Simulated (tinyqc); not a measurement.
Inside a calculation. Method: ROHF in the sto-6g basis, for LiH, spin multiplicity 3. One step of it, computed by the program tinyqc.

Question. Orthogonalisation. S = U s U^T; symmetric (Loewdin) form X = U s^(-1/2) U^T, so that X^T S X = 1.

overlap S:
```
           1Li 1s    1Li 2s   1Li 2px   1Li 2py   1Li 2pz     2H 1s
1Li 1s   1.000000  0.235742  0.000000  0.000000  0.000000  0.002098
1Li 2s   0.235742  1.000000  0.000000  0.000000  0.000000  0.107572
1Li 2px  0.000000  0.000000  1.000000  0.000000  0.000000  0.000000
1Li 2py  0.000000  0.000000  0.000000  1.000000  0.000000  0.000000
1Li 2pz  0.000000  0.000000  0.000000  0.000000  1.000000  0.167445
2H 1s    0.002098  0.107572  0.000000  0.000000  0.167445  1.000000
```

Give: eigenvalues of S; X.

Answer.

eigenvalues of S: 0.729  0.854  1.000  1.000  1.144  1.273

X:
```
         1Li 1s  1Li 2s  1Li 2px  1Li 2py  1Li 2pz   2H 1s
1Li 1s    1.022  -0.123    0.000    0.000   -0.001   0.009
1Li 2s   -0.123   1.027    0.000    0.000    0.007  -0.057
1Li 2px   0.000   0.000    1.000    0.000    0.000   0.000
1Li 2py   0.000   0.000    0.000    1.000    0.000   0.000
1Li 2pz  -0.001   0.007    0.000    0.000    1.011  -0.086
2H 1s     0.009  -0.057    0.000    0.000   -0.086   1.015
```
